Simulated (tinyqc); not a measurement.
UHF in the sto-3g basis, for LiH, spin multiplicity 3, step by step (part 1 of 3). Computed by tinyqc, a small Python program that keeps every step (integrals from PySCF). Settings: charge = 0, multiplicity = 3, basis = sto-3g, energy threshold = 1e-10, iteration cap = 88, orthogonalisation = symmetric, start = Wolfsberg-Helmholz matrix, DIIS depth = 8, method = UHF. Command: `OMP_NUM_THREADS=1 python tinyqc.py 23215 23216 out.jsonl` (the two numbers bound the seeds that draw the settings). One thread of a shared host (Intel(R) Xeon(R) Processor @ 2.60GHz), about 0.09 s of CPU time with the checks. Later iterations appear only in the table of the cycle.

## One-electron integrals

Geometry (angstrom):
```
atom         x         y         z
Li    0.000000  0.000000  0.000000
H     0.000000  0.000000  1.519000
```

Basis sto-3g: exponents (1/bohr^2) and contraction coefficients of normalised primitives:
```
element  l (shell)   exponent  coefficient
Li           s (1)  16.119575     0.154329
Li           s (1)   2.936201     0.535328
Li           s (1)   0.794651     0.444635
Li           s (2)   0.636290    -0.099967
Li           s (2)   0.147860     0.399513
Li           s (2)   0.048089     0.700115
Li           p (3)   0.636290     0.155916
Li           p (3)   0.147860     0.607684
Li           p (3)   0.048089     0.391957
H            s (1)   3.425251     0.154329
H            s (1)   0.623914     0.535328
H            s (1)   0.168855     0.444635
```

Overlap, kinetic and nuclear-attraction integrals over the contracted functions; the nuclear repulsion is the sum of Za Zb / Rab.

nuclear repulsion = 1.04511628 hartree

overlap S, order 1Li 1s, 1Li 2s, 1Li 2px, 1Li 2py, 1Li 2pz, 2H 1s:
```
[[1.000000, 0.241137, 0.000000, 0.000000, 0.000000, 0.079020],
 [0.241137, 1.000000, 0.000000, 0.000000, 0.000000, 0.415521],
 [0.000000, 0.000000, 1.000000, 0.000000, 0.000000, 0.000000],
 [0.000000, 0.000000, 0.000000, 1.000000, 0.000000, 0.000000],
 [0.000000, 0.000000, 0.000000, 0.000000, 1.000000, 0.527130],
 [0.079020, 0.415521, 0.000000, 0.000000, 0.527130, 1.000000]]
```

kinetic energy T (hartree), order 1Li 1s, 1Li 2s, 1Li 2px, 1Li 2py, 1Li 2pz, 2H 1s:
```
[[3.576786, -0.020237, 0.000000, 0.000000, 0.000000, -0.016891],
 [-0.020237, 0.102163, 0.000000, 0.000000, 0.000000, 0.047696],
 [0.000000, 0.000000, 0.319682, 0.000000, 0.000000, 0.000000],
 [0.000000, 0.000000, 0.000000, 0.319682, 0.000000, 0.000000],
 [0.000000, 0.000000, 0.000000, 0.000000, 0.319682, 0.141502],
 [-0.016891, 0.047696, 0.000000, 0.000000, 0.141502, 0.760032]]
```

nuclear attraction V (hartree), order 1Li 1s, 1Li 2s, 1Li 2px, 1Li 2py, 1Li 2pz, 2H 1s:
```
[[-8.331253, -1.048339, 0.000000, 0.000000, -0.017852, -0.343631],
 [-1.048339, -1.507016, 0.000000, 0.000000, -0.126504, -0.792457],
 [0.000000, 0.000000, -1.463182, 0.000000, 0.000000, 0.000000],
 [0.000000, 0.000000, 0.000000, -1.463182, 0.000000, 0.000000],
 [-0.017852, -0.126504, 0.000000, 0.000000, -1.564872, -1.019902],
 [-0.343631, -0.792457, 0.000000, 0.000000, -1.019902, -2.267832]]
```

core Hamiltonian H = T + V (hartree), order 1Li 1s, 1Li 2s, 1Li 2px, 1Li 2py, 1Li 2pz, 2H 1s:
```
[[-4.754467, -1.068576, 0.000000, 0.000000, -0.017852, -0.360522],
 [-1.068576, -1.404853, 0.000000, 0.000000, -0.126504, -0.744762],
 [0.000000, 0.000000, -1.143501, 0.000000, 0.000000, 0.000000],
 [0.000000, 0.000000, 0.000000, -1.143501, 0.000000, 0.000000],
 [-0.017852, -0.126504, 0.000000, 0.000000, -1.245190, -0.878400],
 [-0.360522, -0.744762, 0.000000, 0.000000, -0.878400, -1.507800]]
```

## Two-electron integrals

Functions are numbered as in S; the eight-fold symmetry (ij|kl) = (ji|kl) = (kl|ij) leaves the list below.

Two-electron integrals (ij|kl) in chemists' order, unique and non-zero (hartree):
```
(11|11) 1.680395   (21|11) 0.265420   (21|21) 0.049941   (22|11) 0.397727
(22|21) 0.092860   (22|22) 0.290562   (31|31) 0.008981   (32|31) 0.013788
(32|32) 0.064184   (33|11) 0.396640   (33|21) 0.092880   (33|22) 0.290497
(33|33) 0.312946   (41|41) 0.008981   (42|41) 0.013788   (42|42) 0.064184
(43|43) 0.016869   (44|11) 0.396640   (44|21) 0.092880   (44|22) 0.290497
(44|33) 0.279207   (44|44) 0.312946   (51|51) 0.008981   (52|51) 0.013788
(52|52) 0.064184   (53|53) 0.016869   (54|54) 0.016869   (55|11) 0.396640
(55|21) 0.092880   (55|22) 0.290497   (55|33) 0.279207   (55|44) 0.279207
(55|55) 0.312946   (61|11) 0.084895   (61|21) 0.016042   (61|22) 0.030282
(61|33) 0.029924   (61|44) 0.029924   (61|51) 0.001894   (61|52) 0.003631
(61|55) 0.031011   (61|61) 0.005632   (62|11) 0.163801   (62|21) 0.038529
(62|22) 0.123414   (62|33) 0.117539   (62|44) 0.117539   (62|51) 0.006312
(62|52) 0.035223   (62|55) 0.135034   (62|61) 0.014687   (62|62) 0.081939
(63|31) 0.003433   (63|32) 0.015025   (63|53) 0.005722   (63|63) 0.006590
(64|41) 0.003433   (64|42) 0.015025   (64|54) 0.005722   (64|64) 0.006590
(65|11) 0.193041   (65|21) 0.045963   (65|22) 0.153139   (65|33) 0.143043
(65|44) 0.143043   (65|51) 0.009860   (65|52) 0.053853   (65|55) 0.173136
(65|61) 0.018386   (65|62) 0.112259   (65|65) 0.156757   (66|11) 0.346535
(66|21) 0.083049   (66|22) 0.288633   (66|33) 0.263969   (66|44) 0.263969
(66|51) 0.016613   (66|52) 0.108065   (66|55) 0.337478   (66|61) 0.033452
(66|62) 0.234820   (66|65) 0.335562   (66|66) 0.774606
```

## Orthogonalisation

S = U s U^T; symmetric (Loewdin) form X = U s^(-1/2) U^T, so that X^T S X = 1.

eigenvalues of S: [0.324695, 0.797936, 1.000000, 1.000000, 1.166586, 1.710783]

X, order 1Li 1s, 1Li 2s, 1Li 2px, 1Li 2py, 1Li 2pz, 2H 1s:
```
[[1.022986, -0.127084, 0.000000, 0.000000, -0.002391, 0.000754],
 [-0.127084, 1.123110, 0.000000, 0.000000, 0.126562, -0.301575],
 [0.000000, 0.000000, 1.000000, 0.000000, 0.000000, 0.000000],
 [0.000000, 0.000000, 0.000000, 1.000000, 0.000000, 0.000000],
 [-0.002391, 0.126562, 0.000000, 0.000000, 1.159655, -0.381191],
 [0.000754, -0.301575, 0.000000, 0.000000, -0.381191, 1.259062]]
```

## Starting guess

The start is the generalised Wolfsberg-Helmholz matrix (K = 1.75) built on H; D(s) = C_occ C_occ^T for each spin.

D(alpha) at the start, order 1Li 1s, 1Li 2s, 1Li 2px, 1Li 2py, 1Li 2pz, 2H 1s:
```
[[1.049276, -0.177746, 0.000000, 0.000000, 0.091740, -0.096510],
 [-0.177746, 0.702673, 0.000000, 0.000000, -0.404786, 0.214516],
 [0.000000, 0.000000, 0.000000, 0.000000, 0.000000, 0.000000],
 [0.000000, 0.000000, 0.000000, 0.000000, 0.000000, 0.000000],
 [0.091740, -0.404786, 0.000000, 0.000000, 0.546322, 0.204074],
 [-0.096510, 0.214516, 0.000000, 0.000000, 0.204074, 0.409285]]
```

D(beta) at the start, order 1Li 1s, 1Li 2s, 1Li 2px, 1Li 2py, 1Li 2pz, 2H 1s:
```
[[0.976519, 0.042466, 0.000000, 0.000000, -0.002049, 0.005811],
 [0.042466, 0.001847, 0.000000, 0.000000, -0.000089, 0.000253],
 [0.000000, 0.000000, 0.000000, 0.000000, 0.000000, 0.000000],
 [0.000000, 0.000000, 0.000000, 0.000000, 0.000000, 0.000000],
 [-0.002049, -0.000089, 0.000000, 0.000000, 0.000004, -0.000012],
 [0.005811, 0.000253, 0.000000, 0.000000, -0.000012, 0.000035]]
```

## Iteration 1: building the Fock matrix

J_ij = sum D_kl (ij|kl) with D = D(alpha) + D(beta), K_ij = sum D_kl (ik|jl) for each spin; F = H + J - K(s); E = tr D H + tr D J / 2 - 0.5 sum_s tr D(s) K(s) + E_nn.

Coulomb J (hartree), order 1Li 1s, 1Li 2s, 1Li 2px, 1Li 2py, 1Li 2pz, 2H 1s:
```
[[4.104812, 0.706731, 0.000000, 0.000000, 0.003638, 0.229798],
 [0.706731, 1.372163, 0.000000, 0.000000, 0.031183, 0.629197],
 [0.000000, 0.000000, 1.347066, 0.000000, 0.000000, 0.000000],
 [0.000000, 0.000000, 0.000000, 1.347066, 0.000000, 0.000000],
 [0.003638, 0.031183, 0.000000, 0.000000, 1.415186, 0.785477],
 [0.229798, 0.629197, 0.000000, 0.000000, 0.785477, 1.531543]]
```

exchange K(alpha) (hartree), order 1Li 1s, 1Li 2s, 1Li 2px, 1Li 2py, 1Li 2pz, 2H 1s:
```
[[1.702417, 0.277155, 0.000000, 0.000000, 0.001725, 0.094106],
 [0.277155, 0.352051, 0.000000, 0.000000, -0.013930, 0.260178],
 [0.000000, 0.000000, 0.069655, 0.000000, 0.000000, 0.000000],
 [0.000000, 0.000000, 0.000000, 0.069655, 0.000000, 0.000000],
 [0.001725, -0.013930, 0.000000, 0.000000, 0.376617, 0.328936],
 [0.094106, 0.260178, 0.000000, 0.000000, 0.328936, 0.604678]]
```

exchange K(beta) (hartree), order 1Li 1s, 1Li 2s, 1Li 2px, 1Li 2py, 1Li 2pz, 2H 1s:
```
[[1.664567, 0.279433, 0.000000, 0.000000, 0.000305, 0.092277],
 [0.279433, 0.057705, 0.000000, 0.000000, 0.000103, 0.019364],
 [0.000000, 0.000000, 0.010108, 0.000000, 0.000000, 0.000000],
 [0.000000, 0.000000, 0.000000, 0.010108, 0.000000, 0.000000],
 [0.000305, 0.000103, 0.000000, 0.000000, 0.010204, 0.002502],
 [0.092277, 0.019364, 0.000000, 0.000000, 0.002502, 0.007329]]
```

F(alpha) (hartree), order 1Li 1s, 1Li 2s, 1Li 2px, 1Li 2py, 1Li 2pz, 2H 1s:
```
[[-2.352072, -0.639000, 0.000000, 0.000000, -0.015939, -0.224830],
 [-0.639000, -0.384741, 0.000000, 0.000000, -0.081391, -0.375743],
 [0.000000, 0.000000, 0.133911, 0.000000, 0.000000, 0.000000],
 [0.000000, 0.000000, 0.000000, 0.133911, 0.000000, 0.000000],
 [-0.015939, -0.081391, 0.000000, 0.000000, -0.206621, -0.421858],
 [-0.224830, -0.375743, 0.000000, 0.000000, -0.421858, -0.580935]]
```

F(beta) (hartree), order 1Li 1s, 1Li 2s, 1Li 2px, 1Li 2py, 1Li 2pz, 2H 1s:
```
[[-2.314222, -0.641278, 0.000000, 0.000000, -0.014519, -0.223002],
 [-0.641278, -0.090395, 0.000000, 0.000000, -0.095424, -0.134929],
 [0.000000, 0.000000, 0.193458, 0.000000, 0.000000, 0.000000],
 [0.000000, 0.000000, 0.000000, 0.193458, 0.000000, 0.000000],
 [-0.014519, -0.095424, 0.000000, 0.000000, 0.159791, -0.095424],
 [-0.223002, -0.134929, 0.000000, 0.000000, -0.095424, 0.016414]]
```

total energy of this density = -7.72955846 hartree

## Iteration 1: diagonalisation and new density

Diagonalise F' = X^T F X, C = X C', fill 3 alpha and 1 beta electrons from the bottom; D(s) = C_occ C_occ^T. Each column has its largest component positive (the first on a tie).

F' = X^T F X (alpha) (hartree):
```
[[-2.301760, -0.329815, 0.000000, 0.000000, -0.008453, -0.045872],
 [-0.329815, -0.150153, 0.000000, 0.000000, 0.086563, -0.271956],
 [0.000000, 0.000000, 0.133911, 0.000000, 0.000000, 0.000000],
 [0.000000, 0.000000, 0.000000, 0.133911, 0.000000, 0.000000],
 [-0.008453, 0.086563, 0.000000, 0.000000, 0.016940, -0.362889],
 [-0.045872, -0.271956, 0.000000, 0.000000, -0.362889, -0.314500]]
```

orbital energies (alpha) (hartree): [-2.354881, -0.610581, -0.143434, 0.133911, 0.133911, 0.359423]

coefficients C (alpha), order 1Li 1s, 1Li 2s, 1Li 2px, 1Li 2py, 1Li 2pz, 2H 1s:
```
[[0.990573, -0.137728, -0.225457, 0.000000, 0.000000, 0.107808],
 [0.033711, 0.201577, 0.872253, 0.000000, 0.000000, -0.762822],
 [0.000000, 0.000000, 0.000000, -0.298384, 0.954446, 0.000000],
 [0.000000, 0.000000, 0.000000, 0.954446, 0.298384, 0.000000],
 [0.005757, 0.227383, -0.534738, 0.000000, 0.000000, -1.080949],
 [0.007524, 0.776403, -0.097073, 0.000000, 0.000000, 1.099641]]
```

F' = X^T F X (beta) (hartree):
```
[[-2.256861, -0.370065, 0.000000, 0.000000, 0.000552, -0.071509],
 [-0.370065, 0.090645, 0.000000, 0.000000, -0.009916, -0.157946],
 [0.000000, 0.000000, 0.193458, 0.000000, 0.000000, 0.000000],
 [0.000000, 0.000000, 0.000000, 0.193458, 0.000000, 0.000000],
 [0.000552, -0.009916, 0.000000, 0.000000, 0.285247, -0.227102],
 [-0.071509, -0.157946, 0.000000, 0.000000, -0.227102, 0.213015]]
```

orbital energies (beta) (hartree): [-2.317408, -0.051826, 0.193458, 0.193458, 0.197701, 0.503578]

coefficients C (beta), order 1Li 1s, 1Li 2s, 1Li 2px, 1Li 2py, 1Li 2pz, 2H 1s:
```
[[0.990418, -0.178869, 0.000000, 0.000000, -0.216872, 0.051983],
 [0.036790, 0.449234, 0.000000, 0.000000, 0.918080, -0.581770],
 [0.000000, 0.000000, 0.023670, 0.999720, 0.000000, 0.000000],
 [0.000000, 0.000000, 0.999720, -0.023670, 0.000000, 0.000000],
 [0.006997, 0.362229, 0.000000, 0.000000, -0.428835, -1.091317],
 [0.000496, 0.534219, 0.000000, 0.000000, -0.341625, 1.191384]]
```

D(alpha) after iteration 1, order 1Li 1s, 1Li 2s, 1Li 2px, 1Li 2py, 1Li 2pz, 2H 1s:
```
[[1.051035, -0.191025, 0.000000, 0.000000, 0.094946, -0.077594],
 [-0.191025, 0.802595, 0.000000, 0.000000, -0.420398, 0.072086],
 [0.000000, 0.000000, 0.000000, 0.000000, 0.000000, 0.000000],
 [0.000000, 0.000000, 0.000000, 0.000000, 0.000000, 0.000000],
 [0.094946, -0.420398, 0.000000, 0.000000, 0.337681, 0.228492],
 [-0.077594, 0.072086, 0.000000, 0.000000, 0.228492, 0.612282]]
```

D(beta) after iteration 1, order 1Li 1s, 1Li 2s, 1Li 2px, 1Li 2py, 1Li 2pz, 2H 1s:
```
[[0.980928, 0.036438, 0.000000, 0.000000, 0.006930, 0.000491],
 [0.036438, 0.001354, 0.000000, 0.000000, 0.000257, 0.000018],
 [0.000000, 0.000000, 0.000000, 0.000000, 0.000000, 0.000000],
 [0.000000, 0.000000, 0.000000, 0.000000, 0.000000, 0.000000],
 [0.006930, 0.000257, 0.000000, 0.000000, 0.000049, 0.000003],
 [0.000491, 0.000018, 0.000000, 0.000000, 0.000003, 0.000000]]
```

Within a degenerate level the vectors are fixed only up to a rotation; this is one choice.

## Iteration 2: building the Fock matrix

As before.

Coulomb J (hartree), order 1Li 1s, 1Li 2s, 1Li 2px, 1Li 2py, 1Li 2pz, 2H 1s:
```
[[4.097074, 0.704843, 0.000000, 0.000000, 0.005540, 0.229830],
 [0.704843, 1.370999, 0.000000, 0.000000, 0.044173, 0.642066],
 [0.000000, 0.000000, 1.344411, 0.000000, 0.000000, 0.000000],
 [0.000000, 0.000000, 0.000000, 1.344411, 0.000000, 0.000000],
 [0.005540, 0.044173, 0.000000, 0.000000, 1.416921, 0.806837],
 [0.229830, 0.642066, 0.000000, 0.000000, 0.806837, 1.593404]]
```

exchange K(alpha) (hartree), order 1Li 1s, 1Li 2s, 1Li 2px, 1Li 2py, 1Li 2pz, 2H 1s:
```
[[1.701317, 0.274905, 0.000000, 0.000000, 0.002714, 0.093855],
 [0.274905, 0.349970, 0.000000, 0.000000, -0.017564, 0.259723],
 [0.000000, 0.000000, 0.069665, 0.000000, 0.000000, 0.000000],
 [0.000000, 0.000000, 0.000000, 0.069665, 0.000000, 0.000000],
 [0.002714, -0.017564, 0.000000, 0.000000, 0.342696, 0.342853],
 [0.093855, 0.259723, 0.000000, 0.000000, 0.342853, 0.684397]]
```

exchange K(beta) (hartree), order 1Li 1s, 1Li 2s, 1Li 2px, 1Li 2py, 1Li 2pz, 2H 1s:
```
[[1.667841, 0.276886, 0.000000, 0.000000, 0.002935, 0.091420],
 [0.276886, 0.056195, 0.000000, 0.000000, 0.000860, 0.018861],
 [0.000000, 0.000000, 0.009907, 0.000000, 0.000000, 0.000000],
 [0.000000, 0.000000, 0.000000, 0.009907, 0.000000, 0.000000],
 [0.002935, 0.000860, 0.000000, 0.000000, 0.009930, 0.002631],
 [0.091420, 0.018861, 0.000000, 0.000000, 0.002631, 0.007070]]
```

F(alpha) (hartree), order 1Li 1s, 1Li 2s, 1Li 2px, 1Li 2py, 1Li 2pz, 2H 1s:
```
[[-2.358711, -0.638638, 0.000000, 0.000000, -0.015026, -0.224548],
 [-0.638638, -0.383824, 0.000000, 0.000000, -0.064767, -0.362418],
 [0.000000, 0.000000, 0.131245, 0.000000, 0.000000, 0.000000],
 [0.000000, 0.000000, 0.000000, 0.131245, 0.000000, 0.000000],
 [-0.015026, -0.064767, 0.000000, 0.000000, -0.170965, -0.414416],
 [-0.224548, -0.362418, 0.000000, 0.000000, -0.414416, -0.598793]]
```

F(beta) (hartree), order 1Li 1s, 1Li 2s, 1Li 2px, 1Li 2py, 1Li 2pz, 2H 1s:
```
[[-2.325235, -0.640619, 0.000000, 0.000000, -0.015247, -0.222113],
 [-0.640619, -0.090049, 0.000000, 0.000000, -0.083192, -0.121556],
 [0.000000, 0.000000, 0.191004, 0.000000, 0.000000, 0.000000],
 [0.000000, 0.000000, 0.000000, 0.191004, 0.000000, 0.000000],
 [-0.015247, -0.083192, 0.000000, 0.000000, 0.161801, -0.074194],
 [-0.222113, -0.121556, 0.000000, 0.000000, -0.074194, 0.078534]]
```

total energy of this density = -7.75744088 hartree

## Iteration 2: DIIS over 2 matrices

error matrix X^T (FDS - SDF) X (alpha):
```
[[0.000000, -0.000420, 0.000000, 0.000000, -0.002510, -0.000816],
 [0.000420, 0.000000, 0.000000, 0.000000, 0.017203, 0.012448],
 [0.000000, 0.000000, 0.000000, 0.000000, 0.000000, 0.000000],
 [0.000000, 0.000000, 0.000000, 0.000000, 0.000000, 0.000000],
 [0.002510, -0.017203, 0.000000, 0.000000, 0.000000, 0.040955],
 [0.000816, -0.012448, 0.000000, 0.000000, -0.040955, 0.000000]]
```

B (overlaps of the stored error matrices):
```
[[3.3918290e-02, 1.1873747e-02],
 [1.1873747e-02, 4.3053962e-03]]
```

Minimise |sum c_i e_i|^2 with sum c_i = 1: solve [B -1; -1 0][c; lambda] = [0; -1] with B_ij = tr e_i^T e_j summed over both spins, and take F = sum c_i F_i.

DIIS coefficients: [-0.522814, 1.522814]

extrapolated F(alpha) (hartree), order 1Li 1s, 1Li 2s, 1Li 2px, 1Li 2py, 1Li 2pz, 2H 1s:
```
[[-2.362181, -0.638448, 0.000000, 0.000000, -0.014549, -0.224400],
 [-0.638448, -0.383345, 0.000000, 0.000000, -0.056076, -0.355451],
 [0.000000, 0.000000, 0.129851, 0.000000, 0.000000, 0.000000],
 [0.000000, 0.000000, 0.000000, 0.129851, 0.000000, 0.000000],
 [-0.014549, -0.056076, 0.000000, 0.000000, -0.152323, -0.410526],
 [-0.224400, -0.355451, 0.000000, 0.000000, -0.410526, -0.608130]]
```

extrapolated F(beta) (hartree), order 1Li 1s, 1Li 2s, 1Li 2px, 1Li 2py, 1Li 2pz, 2H 1s:
```
[[-2.330992, -0.640275, 0.000000, 0.000000, -0.015628, -0.221648],
 [-0.640275, -0.089868, 0.000000, 0.000000, -0.076796, -0.114564],
 [0.000000, 0.000000, 0.189721, 0.000000, 0.000000, 0.000000],
 [0.000000, 0.000000, 0.000000, 0.189721, 0.000000, 0.000000],
 [-0.015628, -0.076796, 0.000000, 0.000000, 0.162851, -0.063095],
 [-0.221648, -0.114564, 0.000000, 0.000000, -0.063095, 0.111012]]
```

## Iteration 2: diagonalisation and new density

As before.

F' = X^T F X (alpha) (hartree):
```
[[-2.312454, -0.327691, 0.000000, 0.000000, -0.009774, -0.048004],
 [-0.327691, -0.157741, 0.000000, 0.000000, 0.110812, -0.242858],
 [0.000000, 0.000000, 0.129851, 0.000000, 0.000000, 0.000000],
 [0.000000, 0.000000, 0.000000, 0.129851, 0.000000, 0.000000],
 [-0.009774, 0.110812, 0.000000, 0.000000, 0.081477, -0.360208],
 [-0.048004, -0.242858, 0.000000, 0.000000, -0.360208, -0.370061]]
```

orbital energies (alpha) (hartree): [-2.364728, -0.615681, -0.155574, 0.129851, 0.129851, 0.377204]

coefficients C (alpha), order 1Li 1s, 1Li 2s, 1Li 2px, 1Li 2py, 1Li 2pz, 2H 1s:
```
[[0.991089, -0.125312, -0.234137, 0.000000, 0.000000, -0.099386],
 [0.031804, 0.138737, 0.924465, 0.000000, 0.000000, 0.713860],
 [0.000000, 0.000000, 0.000000, 0.968053, -0.250744, 0.000000],
 [0.000000, 0.000000, 0.000000, 0.250744, 0.968053, 0.000000],
 [0.004403, 0.169554, -0.457838, 0.000000, 0.000000, 1.125943],
 [0.007730, 0.844451, -0.151961, 0.000000, 0.000000, -1.041750]]
```

F' = X^T F X (beta) (hartree):
```
[[-2.274648, -0.366901, 0.000000, 0.000000, -0.002869, -0.071997],
 [-0.366901, 0.088576, 0.000000, 0.000000, 0.003887, -0.163589],
 [0.000000, 0.000000, 0.189721, 0.000000, 0.000000, 0.000000],
 [0.000000, 0.000000, 0.000000, 0.189721, 0.000000, 0.000000],
 [-0.002869, 0.003887, 0.000000, 0.000000, 0.278045, -0.223809],
 [-0.071997, -0.163589, 0.000000, 0.000000, -0.223809, 0.321257]]
```

orbital energies (beta) (hartree): [-2.333804, -0.002163, 0.189613, 0.189721, 0.189721, 0.559584]

coefficients C (beta), order 1Li 1s, 1Li 2s, 1Li 2px, 1Li 2py, 1Li 2pz, 2H 1s:
```
[[0.991088, -0.199750, -0.193431, 0.000000, 0.000000, 0.055566],
 [0.034757, 0.576080, 0.818471, 0.000000, 0.000000, -0.617675],
 [0.000000, 0.000000, 0.000000, -0.601072, 0.799195, 0.000000],
 [0.000000, 0.000000, 0.000000, 0.799195, 0.601072, 0.000000],
 [0.007596, 0.402341, -0.557046, 0.000000, 0.000000, -1.016806],
 [-0.000691, 0.407927, -0.275535, 0.000000, 0.000000, 1.256650]]
```

D(alpha) after iteration 2, order 1Li 1s, 1Li 2s, 1Li 2px, 1Li 2py, 1Li 2pz, 2H 1s:
```
[[1.052780, -0.202316, 0.000000, 0.000000, 0.090313, -0.062579],
 [-0.202316, 0.874896, 0.000000, 0.000000, -0.399592, -0.023080],
 [0.000000, 0.000000, 0.000000, 0.000000, 0.000000, 0.000000],
 [0.000000, 0.000000, 0.000000, 0.000000, 0.000000, 0.000000],
 [0.090313, -0.399592, 0.000000, 0.000000, 0.238383, 0.212787],
 [-0.062579, -0.023080, 0.000000, 0.000000, 0.212787, 0.736250]]
```

D(beta) after iteration 2, order 1Li 1s, 1Li 2s, 1Li 2px, 1Li 2py, 1Li 2pz, 2H 1s:
```
[[0.982255, 0.034447, 0.000000, 0.000000, 0.007528, -0.000685],
 [0.034447, 0.001208, 0.000000, 0.000000, 0.000264, -0.000024],
 [0.000000, 0.000000, 0.000000, 0.000000, 0.000000, 0.000000],
 [0.000000, 0.000000, 0.000000, 0.000000, 0.000000, 0.000000],
 [0.007528, 0.000264, 0.000000, 0.000000, 0.000058, -0.000005],
 [-0.000685, -0.000024, 0.000000, 0.000000, -0.000005, 0.000000]]
```

Within a degenerate level the vectors are fixed only up to a rotation; this is one choice.
